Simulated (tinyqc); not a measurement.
Worked calculation: Pariser-Parr-Pople SCF with singles CI, for the molecule O=Cc1[cH+]n1 (SMILES; centres numbered as the heavy atoms are written). One step of it, computed by the program tinyqc.

Question. Iteration 1: Fock matrix. F_rr = H_rr + P_rr gamma_rr / 2 + sum_(s != r) P_ss gamma_rs; F_rs = H_rs - P_rs gamma_rs / 2; E = tr P (H + F) / 2 + core repulsion sum_(r<s) z_r z_s gamma_rs.

P at the start:
```
           1O         2C        3C         4C         5N
1O   0.855662   0.911460  0.185539  -0.240125  -0.237323
2C   0.911460   1.032330  0.401916  -0.060655  -0.054586
3C   0.185539   0.401916  0.719494   0.596771   0.607635
4C  -0.240125  -0.060655  0.596771   0.687164   0.696175
5N  -0.237323  -0.054586  0.607635   0.696175   0.705350
```

core matrix H (eV):
```
            1O          2C          3C          4C          5N
1O  -33.767722   -2.510000    0.000000    0.000000    0.000000
2C   -2.510000  -29.541242   -2.390000    0.000000    0.000000
3C    0.000000   -2.390000  -31.420823   -2.390000   -2.510000
4C    0.000000    0.000000   -2.390000  -28.512995   -2.510000
5N    0.000000    0.000000   -2.510000   -2.510000  -31.987327
```

repulsion gamma_rs (eV):
```
           1O         2C         3C         4C         5N
1O  15.200000   5.774251   4.092410   2.927847   3.273213
2C   5.774251  11.130000   5.345050   3.601728   3.660213
3C   4.092410   5.345050  11.130000   5.346441   5.476922
4C   2.927847   3.601728   5.346441  11.130000   5.476979
5N   3.273213   3.660213   5.476922   5.476979  12.300000
```

Centres (angstrom, eV; a flat drawing with bonds scaled to 1.40 angstrom):

| centre | x | y | core charge z | W | gamma_rr |
|---|---|---|---|---|---|
| 1O | -2.084000 | 0.387000 | 1 | 17.700000 | 15.200000 |
| 2C | -1.065000 | -0.573000 | 1 | 11.160000 | 11.130000 |
| 3C | 0.276000 | -0.170000 | 1 | 11.160000 | 11.130000 |
| 4C | 1.638000 | -0.492000 | 1 | 11.160000 | 11.130000 |
| 5N | 1.236000 | 0.849000 | 1 | 14.100000 | 12.300000 |

Give: F; pi energy.

Answer.

F (eV):
```
          1O       2C        3C        4C        5N
1O  -14.0386  -5.1415   -0.3797    0.3515    0.3884
2C   -5.1415  -9.9531   -3.4641    0.1092    0.0999
3C   -0.3797  -3.4641  -10.8602   -3.9853   -4.1740
4C    0.3515   0.1092   -3.9853  -10.7556   -4.4165
5N    0.3884   0.0999   -4.1740   -4.4165  -13.3659
```

pi energy = -62.8350 eV
